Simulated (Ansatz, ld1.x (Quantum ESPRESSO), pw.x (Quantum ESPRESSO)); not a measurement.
## Ag (Z = 47) (fcc): variants of one TM potential in the solid

```
Element                 : silver
Generator               : ld1.x (Quantum ESPRESSO) 7.5
Type                    : norm-conserving Troullier–Martins (Kleinman–Bylander form)
Functional              : PBE
Relativity              : scalar-relativistic
Frozen core             : [Kr]
Valence charge          : 11
Reference configuration : 4d9 5s2 5p0
Partial waves           : 5s (bound): rc 2.55 bohr; 4d (bound): rc 1.70 bohr; 5p (bound, empty): rc 3.65 bohr
Local potential         : the p channel
Core correction         : none
```

Crystal test: fcc Ag in pw.x 7.5, no spin, 14³ k-points, Fermi–Dirac smearing 0.01 Ry, cutoffs set for each file from its atomic test. The reference is all-electron LAPW (Ansatz 0.2.0) with the same functional, mesh and smearing; V0 and B0 come from Birch–Murnaghan fits to the pressures at five volumes. Errors are pseudo minus all-electron; Δ is the rms difference of the E(V) curves that follow from these fits, minima aligned, over ±6 % about the mean V0. Mesh and smearing are coarse, so the numbers serve the comparison and aren't converged zero-temperature values; the lattice is a test structure that the element need not adopt.

All-electron: a0 = 4.149 Å (V0 = 17.85 Å³/atom), B0 = 90.5 GPa.

Base: The largest radius (3.65 bohr) exceeds half the bond length (2.77 bohr), so the spheres overlap, which is one possible source of error among others. This is a poor potential for the solid. Atomic configuration tests: 2 of 7 tests not solved or not reliable. The logarithmic derivative shows an extra or strongly shifted pseudo pole above the reference energy (s near 0.43 Ry).

A dash in a converged row means that the minimum lies outside the volumes sampled.

```csv
change,cutoffs (Ry),pw.x,a0 (Å),a0 error (%),B0 error (%),Δ (meV/atom),mean pressure error (GPa)
base,120/480,converged,4.133,-0.39,+11.9,4.3,-1.12
"all radii scaled by about 0.81 (s 2.06, p 2.94, d 1.38 bohr)",135/540,converged,–,–,–,–,+5.62
"all radii scaled by about 0.96 (s 2.46, p 3.50, d 1.64 bohr)",120/480,converged,4.171,+0.54,+6.8,6.2,+1.68
"all radii scaled by about 1.23 (s 3.14, p 4.50, d 2.10 bohr)",100/400,converged; bound ghost,–,–,–,–,-61.90
"all radii scaled by about 1.31 (s 3.34, p 4.78, d 2.24 bohr)",100/400,converged; bound ghost,–,–,–,–,-78.13
```

Problem. Give the row for: all radii scaled by about 1.10 (s 2.80, p 4.00, d 1.86 bohr).

Solution. pw.x: converged; mean pressure error (GPa): -9.44.
